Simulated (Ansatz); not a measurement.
A made-up structure of CH5BMg, singlet:

```tsv
atom	x (Å)	y (Å)	z (Å)
B1	-1.0929	1.1087	-1.2470
Mg2	-0.0770	0.0799	-0.0860
C3	0.8505	-0.8624	0.9708
H4	-1.9106	0.5205	-1.9173
H5	-0.8689	2.2969	-1.2550
H6	1.1826	-0.1749	1.8253
H7	1.7421	-1.2580	0.3680
H8	0.1743	-1.7107	1.3411
```

It is relaxed with PBE-D4/def2-SVP and then PBE0-D4/def2-TZVP (Ansatz 0.2.0). Atoms count as bonded within 1.22 times the sum of their covalent radii (H–H: 0.88 Å). The end point is not checked to be a true minimum.

**Question.** Does its bonding change? (A judgement: the text doesn't fix the answer.)

**Answer.** By the calculation: No: no bond forms or breaks.

Where it ends: The first stage lowers the energy by 3.06 eV in 6 steps. It ends as CH₅BMg ([BH2][Mg][CH3]):
| atom | x (Å) | y (Å) | z (Å) |
| --- | --- | --- | --- |
| B1 | -1.3495 | 1.3685 | -1.5397 |
| Mg2 | -0.0957 | 0.0970 | -0.1074 |
| C3 | 1.0500 | -1.0648 | 1.1985 |
| H4 | -2.1982 | 0.9177 | -2.2651 |
| H5 | -1.2329 | 2.5618 | -1.6511 |
| H6 | 1.4136 | -0.4847 | 2.0537 |
| H7 | 1.9320 | -1.4880 | 0.7051 |
| H8 | 0.4808 | -1.9075 | 1.6060 |

Labels in which every atom is bracketed show which atoms are joined, not bond orders.

For scale, one of the runs: PBE0-D4/def2-TZVP relaxation, 124 basis functions, launched by `ansatz run in.yaml --threads 2 --pin off --events-out ev --progress --plain --max-ram 4352MiB`. The run took about 8 s on 2 CPU threads of an Arm Neoverse V2 (shared host).
